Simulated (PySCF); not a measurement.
Excitation energies in several basis sets

Species: dichlorosilane, Cl₂H₂Si.
Z-matrix (Å and degrees, PBE0-D3(BJ)/def2-SVP geometry), rows numbered from 1:
```
Cl
Si  1  2.0558
Cl  2  2.0547  1  109.85
H   2  1.4832  1  108.64  3   118.63
H   2  1.4830  1  108.68  3  -118.67
```

TDDFT with PBE0 (PySCF), vertical singlets, core orbitals frozen in the response, spherical d and f functions. Isolated species at its PBE0-D3(BJ)/def2-SVP geometry, gas phase.

Compare 6-31G*, def2-SVP, 6-31+G*, def2-SVPD, aug-cc-pVDZ, def2-TZVP, def2-TZVPD and aug-cc-pVTZ for this molecule.

| basis | functions | diffuse | S1 (eV) | S2 (eV) | S3 (eV) | S4 (eV) | S5 (eV) | LUMO (eV) | α (au) |
| --- | --- | --- | --- | --- | --- | --- | --- | --- | --- |
| 6-31G* | 58 | no | 7.51 | 7.63 | 7.93 | 8.05 | 8.06 | -0.08 | 38.5 |
| def2-SVP | 64 | no | 7.74 | 7.81 | 8.18 | 8.25 | 8.30 | 0.39 | 38.7 |
| 6-31+G* | 70 | yes | 7.29 | 7.47 | 7.71 | 7.85 | 7.89 | -0.47 | 43.4 |
| def2-SVPD | 94 | yes | 7.33 | 7.54 | 7.82 | 7.97 | 8.03 | -0.33 | 53.7 |
| aug-cc-pVDZ | 99 | yes | 7.24 | 7.44 | 7.71 | 7.86 | 7.90 | -0.43 | 53.5 |
| def2-TZVP | 123 | no | 7.47 | 7.61 | 7.94 | 8.07 | 8.09 | -0.05 | 47.4 |
| def2-TZVPD | 153 | yes | 7.28 | 7.45 | 7.75 | 7.89 | 7.93 | -0.36 | 54.4 |
| aug-cc-pVTZ | 196 | yes | 7.27 | 7.44 | 7.74 | 7.89 | 7.91 | -0.41 | 54.3 |

States are compared by their number. Against the largest diffuse basis here (aug-cc-pVTZ, itself not a converged limit), sets without diffuse functions differ by up to 0.47 eV in S1 and 0.40 eV in S5; the smaller diffuse sets differ by up to 0.06 and 0.12 eV. State by state, the largest deviation of a set without diffuse functions is S1 0.47, S2 0.37, S3 0.44, S4 0.36, S5 0.40 eV. The same number needn't mean the same state in each row. Against aug-cc-pVTZ the polarisability deviates by -29% in 6-31G*, -29% in def2-SVP, -20% in 6-31+G*, -1% in def2-SVPD, -1% in aug-cc-pVDZ, -13% in def2-TZVP, 0% in def2-TZVPD. A single + in a Pople set puts diffuse functions on heavy atoms only.
